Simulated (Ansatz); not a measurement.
Zinc-blende CdS (metastable phase), band gap

Reference value: 2.48 eV (measured, 4 K, zero-point motion not removed, our sources range from 2.48 to 2.55; as tabulated in arXiv:1206.3780).

Which of these levels comes closest to the reference?
(A) Hartree–Fock (Ansatz, an electronic-structure program)
(B) LDA+SOC (Ansatz)
(C) r²SCANh (Ansatz)

C, r²SCANh (Ansatz)

| level (code) | value (eV) | difference (eV) |
|---|---|---|
| LDA+SOC (Ansatz) | 0.87 (direct) | -1.61 |
| r²SCANh (Ansatz) | 2.19 | -0.29 |
| Hartree–Fock (Ansatz) | 8.51 | +6.03 |

Closest of the ranked levels: r²SCANh (-0.29 eV). Among them Hartree–Fock (+6.03 eV) misses by most. Of the ranked levels only r²SCANh lands within 0.5 eV.

Semilocal Kohn–Sham gaps run low as a rule, and all computed gaps are for a static lattice, while measured ones hold electron–phonon shifts unless said otherwise. Levels without +SOC have no spin–orbit coupling; where heavier elements are present it shifts gaps, mostly down, and can invert bands.  Values are at the measured cell. Cutoffs and k meshes differ between the levels. Ansatz's density-functional and Hartree–Fock values are scalar-relativistic unless marked +SOC, with PAW data made under PBE.

Differences are worked out from the printed values.
